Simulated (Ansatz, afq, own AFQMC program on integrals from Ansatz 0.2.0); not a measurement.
# Atomization energy of Ge$_{2}$H$_{2}$, singlet

```csv
atom,x (Å),y (Å),z (Å)
Ge,0.0000,0.0000,1.1169
Ge,0.0000,0.0000,-1.1723
H,0.0000,1.2621,1.9962
H,0.0000,-1.2621,1.9962
```

Connectivity, by distances: GeH2–Ge.

Atoms in their ground-state spins without spin–orbit coupling (mostly on UHF) minus the molecule (RHF), without zero-point energy. The geometry is a stationary point, not shown to be a minimum.

Basis cc-pVDZ. Only valence electrons are correlated. Ansatz 0.2.0 and our own AFQMC program on the same integrals; the CISD trial comes from CCSD amplitudes, and released means the phaseless constraint is let go. Error bars are statistical, one sigma. No spin–orbit coupling. The errors of all members are added in quadrature.

No full CI on the walks' own integrals is used here; CCSDT(Q) serves as the reference and is uncertain by about the last step of the cluster series. Each member takes its own surest rung, up to full CI.

Errors are counted within cc-pVDZ, not against nature.

Cautions: inner d shell frozen; no relativity below Rb; no spin-orbit coupling; Ge₂H₂ (singlet): higher spins were not checked, restricted determinant unstable towards unrestricted (UHF 168 meV lower, ⟨S²⟩ 0.73), the released energies are still falling, so no released level is given (meV from the phaseless value at times in 1/Eh: -3 ± 12 at 0.24, 5 ± 11 at 0.51, 5 ± 11 at 0.99, -7 ± 12 at 1.62, -31 ± 19 at 2.40), though the last usable value meets CCSDT(Q) within the noise.

```tsv
level	atomization energy (kcal/mol)
CCSD	171.5
HF	118.0
```

(1) From these cheaper values, estimate the atomization energy at the reference level in cc-pVDZ.

(1) 176.4 kcal/mol (CCSDT(Q) in cc-pVDZ).

```csv
level,atomization energy (kcal/mol),error against CCSDT(Q) (kcal/mol)
MP2,168.7,-7.7
CCSD(T),175.6,-0.8
CCSDT,176.1,-0.3
ph-AFQMC/HF,176.3 ± 1.6,-0.1 ± 1.6
ph-AFQMC/CISD,176.4 ± 0.3,0.0 ± 0.3
```

Correlation beyond CCSD(T) adds 0.8 kcal/mol. The perturbative (T) step is worth +4.1 kcal/mol.

A walk keeps the symmetry of its determinant, which the program's search chose and which needn't be the lowest solution, so a lower state of the same spin and another symmetry isn't excluded.
